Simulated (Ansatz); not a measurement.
# C2H7Si: the cost of one run

Program: Ansatz 0.2.0. Level of theory: RKS PBE/def2-SVP. These are calculated values, not measurements.

## 1. The system as given

Bond lengths: C1–C2 1.517 Å, C2–Si3 1.800 Å, C1–H4 1.109 Å, C1–H5 1.102 Å, C1–H6 1.093 Å, C2–H7 1.103 Å, Si3–H8 1.540 Å, Si3–H9 1.504 Å, Si3–H10 1.502 Å. Angles (14 of 15 angles, heavy atoms first): C1–C2–Si3 118.4°, C1–C2–H7 109.9°, Si3–C2–H7 114.9°, C2–C1–H4 115.5°, C2–C1–H5 111.1°, C2–C1–H6 110.2°, C2–Si3–H8 131.4°, C2–Si3–H9 109.9°, C2–Si3–H10 109.9°, H4–C1–H5 105.8°, H4–C1–H6 106.5°, H5–C1–H6 107.3°, H8–Si3–H9 97.9°, H8–Si3–H10 98.7°.

As a file:

```xyz
10

C    -1.0652    0.7406   -0.6913
C     0.3893    0.3238   -0.5830
Si    0.8895   -0.6859    0.8210
H    -1.7618   -0.0458   -1.0452
H    -1.1847    1.5843   -1.3896
H    -1.4372    1.0688    0.2831
H     0.7527   -0.0302   -1.5626
H     0.4784   -2.1064    1.2514
H     0.5597    0.0237    2.1054
H     2.3793   -0.8729    0.8107
```

## 2. Relaxing end A

File input.yaml:

```yaml
crystal:
  periodic: [false, false, false]
  atoms:
    - { symbol: C, position_ang: [-1.06516, 0.74056, -0.69131] }
    - { symbol: C, position_ang: [0.38927, 0.32381, -0.58296] }
    - { symbol: Si, position_ang: [0.88953, -0.6859, 0.821] }
    - { symbol: H, position_ang: [-1.76176, -0.04577, -1.04522] }
    - { symbol: H, position_ang: [-1.18472, 1.5843, -1.38959] }
    - { symbol: H, position_ang: [-1.43724, 1.06876, 0.28314] }
    - { symbol: H, position_ang: [0.75266, -0.03016, -1.56257] }
    - { symbol: H, position_ang: [0.47838, -2.10643, 1.25141] }
    - { symbol: H, position_ang: [0.55971, 0.02373, 2.10537] }
    - { symbol: H, position_ang: [2.37934, -0.8729, 0.81074] }
total_charge: -1
basis:
  gaussian: { orbitals: def2-SVP }
hamiltonian:
  xc: pbe
relax:
  f_tol: 0.02
  max_steps: 50
```

On the command line:

```
> ansatz run input.yaml --threads 1 --pin off --max-ram 2048MiB --backend cpu --events-out ev --progress --plain --runs-dir out
```

Q: Estimate wall time and peak memory on 1 thread of Arm Neoverse V2, shared host.

About 15 s, with a peak of 0.11 GiB.
